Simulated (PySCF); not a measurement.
Species: silicon dioxide, SiO₂.
InChI=1S/O2Si/c1-3-2

Method: MP2 and CCSD/aug-cc-pVDZ in PySCF, restricted Hartree–Fock reference, 7 core orbitals frozen, non-relativistic, gas phase, PBE0-D3(BJ)/def2-SVP geometry.

E(HF) = -438.65211 Eh.

Q: How large is the problem?

A: 73 basis functions and 30 electrons; 7 orbitals frozen, which leaves o = 8 correlated occupied and v = 58 virtual orbitals. That is o·v = 464 singles and o·v(o·v + 1)/2 = 107880 distinct closed-shell doubles amplitudes before symmetry; the costliest CCSD step grows as o²v⁴ = 7.2 × 10^8.

Q: What are the MP2 and CCSD correlation energies?

A: MP2 -0.5031 Eh and CCSD -0.4941 Eh, which gives totals of -439.15525 and -439.14618 Eh. That is 0.840 eV for each correlated electron at CCSD (1297 kJ/mol in all, 0.113 % of the total energy); MP2 gives 101.8 % of the CCSD value.

Q: What is the T1 diagnostic?

A: 0.0260, above the customary warning level of 0.02 for a single-reference treatment. It is the norm of the spatial-orbital singles amplitudes over the root of the number of correlated electrons, so the norm is 0.104.

Connected triples and the basis-set limit are missing.

The job also held the EOM ionisation and excitation roots. Hardware: one thread of an x86-64 server, shared host. Cost: 15 s of wall time.
